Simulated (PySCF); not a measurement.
Relaxation of singlet S5

These are results of PBE/[S def2-SVP], no relativity, density fitting, PySCF, not measurements. A (50,194) grid was used.

A hand-made square pyramid start, of C4v symmetry, held to at least that symmetry:

```xyz
5
charge 0 multiplicity 1, angstrom
S     0.0000    0.0000    1.1536
S     1.0300    1.0300   -0.2884
S    -1.0300    1.0300   -0.2884
S    -1.0300   -1.0300   -0.2884
S     1.0300   -1.0300   -0.2884
```

Task: What forces act on the atoms at the start (eV/Å)?

Result: 
| atom | Fx | Fy | Fz |
| --- | --- | --- | --- |
| S1 | 0.00 | 0.00 | 4.05 |
| S2 | 6.73 | 6.73 | -1.01 |
| S3 | -6.73 | 6.73 | -1.01 |
| S4 | -6.73 | -6.73 | -1.01 |
| S5 | 6.73 | -6.73 | -1.01 |

Task: What does it relax to?

Result: It ends at C4v with S–S 2.162 Å (×4), S–S 2.638 Å (×4); S–S–S 52.4° (×8), S–S–S 75.2° (×4), S–S–S 90.0° (×4), S–S–S 119.3° (×2) (after a last refinement on a finer grid). A frequency run shows 2 imaginary modes (one degenerate set), down to 167i cm⁻¹, so it is a higher-order saddle point. Other isomers or separated fragments may lie lower.

Task: How much energy is released, and in how many steps?

Result: 535.4 kJ/mol in 9 steps.
